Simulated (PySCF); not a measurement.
Z-matrix (Å, degrees):
```
Si
H 1 1.4860
H 1 1.4860 2 111.24
H 1 1.4860 2 111.24 3 124.61
```
Charge 0, spin multiplicity 2.

Q: Estimate the highest occupied spin orbital, dipole moment and total energy that PBE0-D3(BJ)/def2-TZVP (PySCF) returns for this input.

A: 
The highest occupied spin orbital is -6.40 eV, the dipole moment comes out as 0.03 D and the total energy is -291.1099 Ha.
